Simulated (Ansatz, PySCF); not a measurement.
# Zinc-blende GaP, equilibrium lattice constant a

Reference value: 5.439 Å (measured, static lattice: zero-point anharmonic expansion removed; as tabulated in Mejia-Rodriguez and Trickey (2018), arXiv:1807.09216).

Problem. Put these levels in order of the equilibrium lattice constant a that they give for zinc-blende GaP, smallest first: HSE06-D3(BJ) (Ansatz, a program for electronic structure), MP2 (PySCF), rVV10 (Ansatz), r²SCAN (Ansatz).

Solution. HSE06-D3(BJ) (5.403 Å), r²SCAN (5.451 Å), MP2 (5.493 Å), rVV10 (5.525 Å)

Errors against the reference: rVV10 +1.58 %, r²SCAN +0.22 %, HSE06-D3(BJ) -0.66 %, MP2 +0.99 %.

A ± on a computed value is a rough bar: the spread of its extrapolation, a floor set from checks against published values, or a statistical error. Cutoffs and k meshes differ between the levels. Ansatz's density-functional and Hartree–Fock values are scalar-relativistic unless marked +SOC, with PAW data made under PBE.

Differences are worked out from the printed values.
